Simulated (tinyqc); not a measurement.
RKS/PBE in the sto-3g basis, for LiH, spin multiplicity 1, step by step. Computed by tinyqc, a small Python program that keeps every step (integrals from PySCF). Settings: charge = 0, multiplicity = 1, basis = sto-3g, energy threshold = 1e-09, iteration cap = 52, orthogonalisation = symmetric, start = core, DIIS depth = 4, method = RKS, functional = pbe,pbe, grid = [10, 14]. Command: `OMP_NUM_THREADS=1 python tinyqc.py 30069 30070 out.jsonl` (the two numbers bound the seeds that draw the settings). One thread of a shared host (Intel(R) Xeon(R) Processor @ 2.60GHz), about 0.5 s of CPU time with the checks. Later iterations appear only in the table of the cycle.

## One-electron integrals

Geometry (angstrom):
```
atom,x,y,z
Li,0.000000,0.000000,0.000000
H,0.000000,0.000000,1.571000
```

Basis sto-3g: exponents (1/bohr^2) and contraction coefficients of normalised primitives:
```
element,l (shell),exponent,coefficient
Li,s (1),16.119575,0.154329
Li,s (1),2.936201,0.535328
Li,s (1),0.794651,0.444635
Li,s (2),0.636290,-0.099967
Li,s (2),0.147860,0.399513
Li,s (2),0.048089,0.700115
Li,p (3),0.636290,0.155916
Li,p (3),0.147860,0.607684
Li,p (3),0.048089,0.391957
H,s (1),3.425251,0.154329
H,s (1),0.623914,0.535328
H,s (1),0.168855,0.444635
```

Overlap, kinetic and nuclear-attraction integrals over the contracted functions; the nuclear repulsion is the sum of Za Zb / Rab.

nuclear repulsion = 1.01052300 hartree

overlap S, lower triangle:
```
,1Li 1s,1Li 2s,1Li 2px,1Li 2py,1Li 2pz,2H 1s
1Li 1s,1.000000
1Li 2s,0.241137,1.000000
1Li 2px,0.000000,0.000000,1.000000
1Li 2py,0.000000,0.000000,0.000000,1.000000
1Li 2pz,0.000000,0.000000,0.000000,0.000000,1.000000
2H 1s,0.070758,0.402520,0.000000,0.000000,0.518234,1.000000
```

kinetic energy T (hartree), lower triangle:
```
,1Li 1s,1Li 2s,1Li 2px,1Li 2py,1Li 2pz,2H 1s
1Li 1s,3.576786
1Li 2s,-0.020237,0.102163
1Li 2px,0.000000,0.000000,0.319682
1Li 2py,0.000000,0.000000,0.000000,0.319682
1Li 2pz,0.000000,0.000000,0.000000,0.000000,0.319682
2H 1s,-0.016171,0.044113,0.000000,0.000000,0.133189,0.760032
```

nuclear attraction V (hartree), lower triangle:
```
,1Li 1s,1Li 2s,1Li 2px,1Li 2py,1Li 2pz,2H 1s
1Li 1s,-8.319722
1Li 2s,-1.045562,-1.501228
1Li 2px,0.000000,0.000000,-1.458209
1Li 2py,0.000000,0.000000,0.000000,-1.458209
1Li 2pz,-0.016696,-0.123749,0.000000,0.000000,-1.557682
2H 1s,-0.305753,-0.755494,0.000000,0.000000,-0.986012,-2.234134
```

core Hamiltonian H = T + V (hartree), lower triangle:
```
,1Li 1s,1Li 2s,1Li 2px,1Li 2py,1Li 2pz,2H 1s
1Li 1s,-4.742936
1Li 2s,-1.065800,-1.399065
1Li 2px,0.000000,0.000000,-1.138527
1Li 2py,0.000000,0.000000,0.000000,-1.138527
1Li 2pz,-0.016696,-0.123749,0.000000,0.000000,-1.238000
2H 1s,-0.321924,-0.711380,0.000000,0.000000,-0.852823,-1.474103
```

## Two-electron integrals

Functions are numbered as in S; the eight-fold symmetry (ij|kl) = (ji|kl) = (kl|ij) leaves the list below.

Two-electron integrals (ij|kl) in chemists' order, unique and non-zero (hartree):
```
i,j,k,l,(ij|kl)
1,1,1,1,1.680395
2,1,1,1,0.265420
2,1,2,1,0.049941
2,2,1,1,0.397727
2,2,2,1,0.092860
2,2,2,2,0.290562
3,1,3,1,0.008981
3,2,3,1,0.013788
3,2,3,2,0.064184
3,3,1,1,0.396640
3,3,2,1,0.092880
3,3,2,2,0.290497
3,3,3,3,0.312946
4,1,4,1,0.008981
4,2,4,1,0.013788
4,2,4,2,0.064184
4,3,4,3,0.016869
4,4,1,1,0.396640
4,4,2,1,0.092880
4,4,2,2,0.290497
4,4,3,3,0.279207
4,4,4,4,0.312946
5,1,5,1,0.008981
5,2,5,1,0.013788
5,2,5,2,0.064184
5,3,5,3,0.016869
5,4,5,4,0.016869
5,5,1,1,0.396640
5,5,2,1,0.092880
5,5,2,2,0.290497
5,5,3,3,0.279207
5,5,4,4,0.279207
5,5,5,5,0.312946
6,1,1,1,0.075849
6,1,2,1,0.014339
6,1,2,2,0.027103
6,1,3,3,0.026783
6,1,4,4,0.026783
6,1,5,1,0.001693
6,1,5,2,0.003264
6,1,5,5,0.027754
6,1,6,1,0.004499
6,2,1,1,0.155264
6,2,2,1,0.036574
6,2,2,2,0.118319
6,2,3,3,0.112534
6,2,4,4,0.112534
6,2,5,1,0.005979
6,2,5,2,0.034237
6,2,5,5,0.129765
6,2,6,1,0.012493
6,2,6,2,0.076668
6,3,3,1,0.003157
6,3,3,2,0.014079
6,3,5,3,0.005471
6,3,6,3,0.005946
6,4,4,1,0.003157
6,4,4,2,0.014079
6,4,5,4,0.005471
6,4,6,4,0.005946
6,5,1,1,0.185871
6,5,2,1,0.044297
6,5,2,2,0.148966
6,5,3,3,0.139054
6,5,4,4,0.139054
6,5,5,1,0.009316
6,5,5,2,0.052361
6,5,5,5,0.168603
6,5,6,1,0.015832
6,5,6,2,0.106297
6,5,6,5,0.149951
6,6,1,1,0.335413
6,6,2,1,0.080470
6,6,2,2,0.283711
6,6,3,3,0.259220
6,6,4,4,0.259220
6,6,5,1,0.015714
6,6,5,2,0.106600
6,6,5,5,0.332266
6,6,6,1,0.028933
6,6,6,2,0.226610
6,6,6,5,0.327262
6,6,6,6,0.774606
```

## Orthogonalisation

S = U s U^T; symmetric (Loewdin) form X = U s^(-1/2) U^T, so that X^T S X = 1.

eigenvalues of S: 0.338747  0.798595  1.000000  1.000000  1.169055  1.693603

X, lower triangle:
```
,1Li 1s,1Li 2s,1Li 2px,1Li 2py,1Li 2pz,2H 1s
1Li 1s,1.023042
1Li 2s,-0.128273,1.115203
1Li 2px,0.000000,0.000000,1.000000
1Li 2py,0.000000,0.000000,0.000000,1.000000
1Li 2pz,-0.003936,0.117963,0.000000,0.000000,1.150563
2H 1s,0.004807,-0.286728,0.000000,0.000000,-0.366797,1.241649
```

## Starting guess

The start is the orbitals of the core Hamiltonian; D = 2 C_occ C_occ^T.

D at the start, lower triangle:
```
,1Li 1s,1Li 2s,1Li 2px,1Li 2py,1Li 2pz,2H 1s
1Li 1s,2.045411
1Li 2s,-0.110870,0.159011
1Li 2px,0.000000,0.000000,0.000000
1Li 2py,0.000000,0.000000,0.000000,0.000000
1Li 2pz,-0.059780,0.165970,0.000000,0.000000,0.174823
2H 1s,-0.142574,0.388503,0.000000,0.000000,0.409151,0.957569
```

## Iteration 1: exchange-correlation on the grid

Becke grid with 10 radial and 14 angular points per atom, points of zero weight dropped. rho = sum D_ij phi_i phi_j; V_xc,ij = sum w v_xc phi_i phi_j plus the gradient terms; v_xc is d(rho eps)/d rho at fixed gradient.

The 12 grid points with the largest w rho, of 275 (bohr, atomic units):
```
x,y,z,w,rho,|grad rho|^2,eps_xc,v_xc
0.375600,0.375600,-0.375600,0.206956,0.388234,4.268148,-0.671924,-0.700508
-0.375600,-0.375600,-0.375600,0.206956,0.388234,4.268148,-0.671924,-0.700508
0.375600,-0.375600,-0.375600,0.206956,0.388234,4.268148,-0.671924,-0.700508
-0.375600,0.375600,-0.375600,0.206956,0.388234,4.268148,-0.671924,-0.700508
-0.375600,-0.375600,0.375600,0.206956,0.386320,4.170580,-0.670133,-0.699694
-0.375600,0.375600,0.375600,0.206956,0.386320,4.170580,-0.670133,-0.699694
0.375600,-0.375600,0.375600,0.206956,0.386320,4.170580,-0.670133,-0.699694
0.375600,0.375600,0.375600,0.206956,0.386320,4.170580,-0.670133,-0.699694
0.000000,0.000000,-0.650557,0.183961,0.391209,4.280799,-0.672360,-0.702623
0.000000,0.000000,0.650557,0.183960,0.389199,4.080492,-0.668838,-0.702476
0.000000,0.650557,0.000000,0.183961,0.385974,4.234032,-0.671185,-0.699052
0.000000,-0.650557,0.000000,0.183961,0.385974,4.234032,-0.671185,-0.699052
```

electrons on the grid, sum of w rho = 3.984479

E_xc = sum of w rho eps_xc = -2.35307717 hartree

V_xc (hartree), lower triangle:
```
,1Li 1s,1Li 2s,1Li 2px,1Li 2py,1Li 2pz,2H 1s
1Li 1s,-1.111472
1Li 2s,-0.140727,-0.152044
1Li 2px,0.000000,0.000000,-0.136265
1Li 2py,0.000000,0.000000,0.000000,-0.136265
1Li 2pz,-0.003549,-0.070982,0.000000,0.000000,-0.180264
2H 1s,-0.041877,-0.128848,0.000000,0.000000,-0.181800,-0.472291
```

## Iteration 1: building the Kohn-Sham matrix

J_ij = sum D_kl (ij|kl); F = H + J + V_xc; E = tr D H + tr D J / 2 + E_xc + E_nn.

Coulomb J (hartree), lower triangle:
```
,1Li 1s,1Li 2s,1Li 2px,1Li 2py,1Li 2pz,2H 1s
1Li 1s,4.083122
1Li 2s,0.700456,1.367690
1Li 2px,0.000000,0.000000,1.327511
1Li 2py,0.000000,0.000000,0.000000,1.327511
1Li 2pz,0.030337,0.190252,0.000000,0.000000,1.440647
2H 1s,0.211090,0.721606,0.000000,0.000000,0.953950,1.982286
```

Kohn-Sham matrix F (hartree), lower triangle:
```
,1Li 1s,1Li 2s,1Li 2px,1Li 2py,1Li 2pz,2H 1s
1Li 1s,-1.771286
1Li 2s,-0.506070,-0.183419
1Li 2px,0.000000,0.000000,0.052720
1Li 2py,0.000000,0.000000,0.000000,0.052720
1Li 2pz,0.010091,-0.004480,0.000000,0.000000,0.022383
2H 1s,-0.152711,-0.118622,0.000000,0.000000,-0.080673,0.035893
```

total energy of this density = -7.90357775 hartree

## Iteration 1: diagonalisation and new density

Diagonalise F' = X^T F X, C = X C', fill 2 alpha and 2 beta electrons from the bottom; D = 2 C_occ C_occ^T. Each column has its largest component positive (the first on a tie).

F' = X^T F X (hartree), lower triangle:
```
,1,2,3,4,5,6
1,-1.725489
2,-0.286016,-0.040608
3,0.000000,0.000000,0.052720
4,0.000000,0.000000,0.000000,0.052720
5,0.012053,0.059646,0.000000,0.000000,0.108958
6,-0.044847,-0.142641,0.000000,0.000000,-0.173608,0.199765
```

orbital energies (hartree): MO1 -1.775169, MO2 -0.070461, MO3 0.000236, MO4 0.052720, MO5 0.052720, MO6 0.388021

coefficients C:
```
,MO1,MO2,MO3,MO4,MO5,MO6
1Li 1s,0.987256,-0.238918,0.158512,0.000000,0.000000,0.078897
1Li 2s,0.047589,0.720971,-0.616048,0.000000,0.000000,-0.674301
1Li 2px,0.000000,0.000000,0.000000,0.990017,-0.140949,0.000000
1Li 2py,0.000000,0.000000,0.000000,0.140949,0.990017,0.000000
1Li 2pz,-0.006394,0.241642,0.715988,0.000000,0.000000,-0.949313
2H 1s,0.002079,0.380335,0.250219,0.000000,0.000000,1.245472
```

D after iteration 1, lower triangle:
```
,1Li 1s,1Li 2s,1Li 2px,1Li 2py,1Li 2pz,2H 1s
1Li 1s,2.063515
1Li 2s,-0.250542,1.044127
1Li 2px,0.000000,0.000000,0.000000
1Li 2py,0.000000,0.000000,0.000000,0.000000
1Li 2pz,-0.128091,0.347824,0.000000,0.000000,0.116863
2H 1s,-0.177632,0.548619,0.000000,0.000000,0.183783,0.289318
```

Within a degenerate level the vectors are fixed only up to a rotation; this is one choice.

## Iteration 2: exchange-correlation on the grid

As before.

The 12 grid points with the largest w rho, of 275 (bohr, atomic units):
```
x,y,z,w,rho,|grad rho|^2,eps_xc,v_xc
0.375600,0.375600,-0.375600,0.206956,0.389675,4.276977,-0.672179,-0.701515
-0.375600,-0.375600,-0.375600,0.206956,0.389675,4.276977,-0.672179,-0.701515
0.375600,-0.375600,-0.375600,0.206956,0.389675,4.276977,-0.672179,-0.701515
-0.375600,0.375600,-0.375600,0.206956,0.389675,4.276977,-0.672179,-0.701515
-0.375600,-0.375600,0.375600,0.206956,0.381425,4.108815,-0.668706,-0.696450
-0.375600,0.375600,0.375600,0.206956,0.381425,4.108815,-0.668706,-0.696450
0.375600,-0.375600,0.375600,0.206956,0.381425,4.108815,-0.668706,-0.696450
0.375600,0.375600,0.375600,0.206956,0.381425,4.108815,-0.668706,-0.696450
-1.374896,1.374896,1.374896,6.647572,0.011683,0.000119,-0.208062,-0.263043
-1.374896,-1.374896,1.374896,6.647572,0.011683,0.000119,-0.208062,-0.263043
1.374896,1.374896,1.374896,6.647572,0.011683,0.000119,-0.208062,-0.263043
1.374896,-1.374896,1.374896,6.647572,0.011683,0.000119,-0.208062,-0.263043
```

electrons on the grid, sum of w rho = 4.022418

E_xc = sum of w rho eps_xc = -2.17142529 hartree

V_xc (hartree), lower triangle:
```
,1Li 1s,1Li 2s,1Li 2px,1Li 2py,1Li 2pz,2H 1s
1Li 1s,-1.112730
1Li 2s,-0.142775,-0.197846
1Li 2px,0.000000,0.000000,-0.190359
1Li 2py,0.000000,0.000000,0.000000,-0.190359
1Li 2pz,-0.002963,-0.047905,0.000000,0.000000,-0.206343
2H 1s,-0.041979,-0.119959,0.000000,0.000000,-0.160865,-0.390054
```

## Iteration 2: building the Kohn-Sham matrix

As before.

Coulomb J (hartree), lower triangle:
```
,1Li 1s,1Li 2s,1Li 2px,1Li 2py,1Li 2pz,2H 1s
1Li 1s,4.104928
1Li 2s,0.705086,1.368550
1Li 2px,0.000000,0.000000,1.347945
1Li 2py,0.000000,0.000000,0.000000,1.347945
1Li 2pz,0.021220,0.127611,0.000000,0.000000,1.402444
2H 1s,0.209009,0.647372,0.000000,0.000000,0.831440,1.639762
```

Kohn-Sham matrix F (hartree), lower triangle:
```
,1Li 1s,1Li 2s,1Li 2px,1Li 2py,1Li 2pz,2H 1s
1Li 1s,-1.750737
1Li 2s,-0.503489,-0.228361
1Li 2px,0.000000,0.000000,0.019060
1Li 2py,0.000000,0.000000,0.000000,0.019060
1Li 2pz,0.001560,-0.044043,0.000000,0.000000,-0.041899
2H 1s,-0.154894,-0.183967,0.000000,0.000000,-0.182248,-0.224395
```

total energy of this density = -7.90262384 hartree

## Iteration 2: DIIS over 2 matrices

error matrix X^T (FDS - SDF) X:
```
,1,2,3,4,5,6
1,0.000000,0.003477,0.000000,0.000000,0.009316,-0.036834
2,-0.003477,0.000000,0.000000,0.000000,0.038072,0.202099
3,0.000000,0.000000,0.000000,0.000000,0.000000,0.000000
4,0.000000,0.000000,0.000000,0.000000,0.000000,0.000000
5,-0.009316,-0.038072,0.000000,0.000000,0.000000,0.057940
6,0.036834,-0.202099,0.000000,0.000000,-0.057940,0.000000
```

B (overlaps of the stored error matrices):
```
,1,2
1,1.6941672e-01,-7.5376569e-02
2,-7.5376569e-02,9.4212393e-02
```

Minimise |sum c_i e_i|^2 with sum c_i = 1: solve [B -1; -1 0][c; lambda] = [0; -1] with B_ij = tr e_i^T e_j, and take F = sum c_i F_i.

DIIS coefficients: 0.409257  0.590743

extrapolated F (hartree), lower triangle:
```
,1Li 1s,1Li 2s,1Li 2px,1Li 2py,1Li 2pz,2H 1s
1Li 1s,-1.759147
1Li 2s,-0.504545,-0.209968
1Li 2px,0.000000,0.000000,0.032836
1Li 2py,0.000000,0.000000,0.000000,0.032836
1Li 2pz,0.005052,-0.027852,0.000000,0.000000,-0.015591
2H 1s,-0.154001,-0.157224,0.000000,0.000000,-0.140677,-0.117870
```

## Iteration 2: diagonalisation and new density

As before.

F' = X^T F X (hartree), lower triangle:
```
,1,2,3,4,5,6
1,-1.713571
2,-0.283320,-0.064378
3,0.000000,0.000000,0.032836
4,0.000000,0.000000,0.000000,0.032836
5,0.008789,0.044662,0.000000,0.000000,0.085314
6,-0.041457,-0.139117,0.000000,0.000000,-0.181467,0.032643
```

orbital energies (hartree): MO1 -1.763216, MO2 -0.166316, MO3 -0.021090, MO4 0.032836, MO5 0.032836, MO6 0.290630

coefficients C:
```
,MO1,MO2,MO3,MO4,MO5,MO6
1Li 1s,0.986687,-0.174542,-0.226059,0.000000,0.000000,0.089387
1Li 2s,0.049521,0.417094,0.846361,0.000000,0.000000,-0.680819
1Li 2px,0.000000,0.000000,0.000000,-0.580369,0.814354,0.000000
1Li 2py,0.000000,0.000000,0.000000,0.814354,0.580369,0.000000
1Li 2pz,-0.003109,0.301045,-0.545187,0.000000,0.000000,-1.041344
2H 1s,0.002366,0.603389,-0.213583,0.000000,0.000000,1.161364
```

D after iteration 2, lower triangle:
```
,1Li 1s,1Li 2s,1Li 2px,1Li 2py,1Li 2pz,2H 1s
1Li 1s,2.008031
1Li 2s,-0.047877,0.352839
1Li 2px,0.000000,0.000000,0.000000
1Li 2py,0.000000,0.000000,0.000000,0.000000
1Li 2pz,-0.111226,0.250820,0.000000,0.000000,0.181275
2H 1s,-0.205964,0.503574,0.000000,0.000000,0.363279,0.728167
```

Within a degenerate level the vectors are fixed only up to a rotation; this is one choice.

## Iteration 8 (converged): orbitals

converged F (hartree), lower triangle:
```
,1Li 1s,1Li 2s,1Li 2px,1Li 2py,1Li 2pz,2H 1s
1Li 1s,-1.776316
1Li 2s,-0.506698,-0.208041
1Li 2px,0.000000,0.000000,0.031004
1Li 2py,0.000000,0.000000,0.000000,0.031004
1Li 2pz,0.007186,-0.017620,0.000000,0.000000,-0.006047
2H 1s,-0.153945,-0.146492,0.000000,0.000000,-0.123491,-0.077233
```

As before.

F' = X^T F X (hartree), lower triangle:
```
,1,2,3,4,5,6
1,-1.730963
2,-0.283371,-0.063569
3,0.000000,0.000000,0.031004
4,0.000000,0.000000,0.000000,0.031004
5,0.010061,0.052309,0.000000,0.000000,0.090769
6,-0.042657,-0.139064,0.000000,0.000000,-0.178309,0.075589
```

orbital energies (hartree): MO1 -1.780159, MO2 -0.137591, MO3 -0.023405, MO4 0.031004, MO5 0.031004, MO6 0.312981

coefficients C:
```
,MO1,MO2,MO3,MO4,MO5,MO6
1Li 1s,0.987203,-0.190677,-0.211383,0.000000,0.000000,0.086587
1Li 2s,0.047695,0.496959,0.801546,0.000000,0.000000,-0.681573
1Li 2px,0.000000,0.000000,0.000000,0.967831,-0.251601,0.000000
1Li 2py,0.000000,0.000000,0.000000,0.251601,0.967831,0.000000
1Li 2pz,-0.004616,0.295051,-0.585513,0.000000,0.000000,-1.020962
2H 1s,0.002423,0.549677,-0.231728,0.000000,0.000000,1.184322
```

D after iteration 8, lower triangle:
```
,1Li 1s,1Li 2s,1Li 2px,1Li 2py,1Li 2pz,2H 1s
1Li 1s,2.021856
1Li 2s,-0.095348,0.498486
1Li 2px,0.000000,0.000000,0.000000
1Li 2py,0.000000,0.000000,0.000000,0.000000
1Li 2pz,-0.121633,0.292816,0.000000,0.000000,0.174152
2H 1s,-0.204838,0.546564,0.000000,0.000000,0.324342,0.604301
```

Within a degenerate level the vectors are fixed only up to a rotation; this is one choice.

## Convergence

Stop when the energy changes by less than 1e-09 hartree and every element of the error matrix X^T (F D S - S D F) X is below 9e-06.

Course of the cycle:
```
iteration,E (hartree),change,largest element of the error matrix
1,-7.90357775,-,1.95e-01
2,-7.90262384,9.54e-04,2.02e-01
3,-7.94201542,-3.94e-02,5.75e-02
4,-7.94626386,-4.25e-03,4.45e-03
5,-7.94629884,-3.50e-05,3.48e-04
6,-7.94629902,-1.74e-07,4.95e-05
7,-7.94629902,-2.86e-09,7.82e-07
8,-7.94629902,-9.68e-13,7.34e-10
```

PySCF RKS in the same basis, fine grid = -7.92100770 hartree

Converged in 8 iterations. The coarse grid moves the energy by -2.53e-02 hartree.

## Populations, bond orders and dipole

Mulliken: Z minus the diagonal of D S on the atom; Loewdin: the same with S^(1/2) D S^(1/2); Mayer order: 2 sum_s sum (D(s) S)_ij (D(s) S)_ji over the two atoms.

Charges (e):
```
atom,Mulliken,Loewdin
1Li,-0.022105,-0.022188
2H,0.022105,0.022188
```

Mayer bond orders:
```
pair,order
2-1,0.999511
```

dipole moment about the origin, x y z (debye): 0.000000  0.000000  -4.535074
